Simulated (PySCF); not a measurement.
**Level sweep**

Species: F2OS.
InChI=1S/F2OS/c1-4(2)3

PySCF, dipoles from the SCF density, polarisabilities from static response with core orbitals frozen. Isolated species at its PBE0-D3(BJ)/def2-SVP geometry, gas phase.

Task: Compare the levels for these properties.

Result: 

```csv
level,μ (D),α (Å³),error (%),anisotropy (Å³)
LDA/def2-SVPD,1.619,4.16,+5.9,1.02
PBE/def2-SVPD,1.590,4.18,+6.3,1.02
B3LYP/def2-SVPD,1.797,4.01,+2.2,1.02
PBE0/def2-SVPD,1.756,3.96,+0.9,1.00
BHandHLYP/def2-SVPD,1.981,3.81,-2.9,0.99
CAM-B3LYP/def2-SVPD,1.863,3.97,+1.2,1.02
wB97X-D/def2-SVPD,1.791,3.96,+0.7,1.00
LC-wPBE/def2-SVPD,1.808,3.94,+0.3,1.01
HF/def2-SVPD,2.196,3.60,-8.4,0.94
PBE0/6-31G*,1.785,2.98,-24.2,1.15
PBE0/def2-SVP,1.849,2.79,-29.0,1.23
PBE0/6-31+G*,1.900,3.62,-7.8,1.24
PBE0/aug-cc-pVDZ,1.748,3.92,-0.3,1.07
PBE0/def2-TZVP,1.713,3.39,-13.6,1.11
PBE0/def2-TZVPD,1.677,4.01,+2.1,0.99
PBE0/aug-cc-pVTZ,1.719,3.99,+1.6,1.02
```

Reference polarisability: 3.927 Å³ (measured, gas; NIST CCCBDB Release 22 (SRD 101), experimental polarizabilities). The anisotropy is √(½[(α1 − α2)² + (α2 − α3)² + (α3 − α1)²]). For the polarisability, the smallest error is 0.3% (LC-wPBE/def2-SVPD and PBE0/aug-cc-pVDZ) and the largest 29.0% (PBE0/def2-SVP). The dipole runs from 1.59 D (PBE/def2-SVPD) to 2.20 D (HF/def2-SVPD). In one basis (def2-SVPD) the functionals order the polarisability from HF (lowest) to PBE (highest), a spread of 16%. With PBE0 the polarisability is 3.05 Å³ without diffuse functions (mean of 6-31G*, def2-SVP and def2-TZVP) and 3.90 Å³ with them (mean of 6-31+G*, def2-SVPD, aug-cc-pVDZ, def2-TZVPD and aug-cc-pVTZ). Measured values can belong to vibrating molecules; the computed ones are for one fixed geometry.
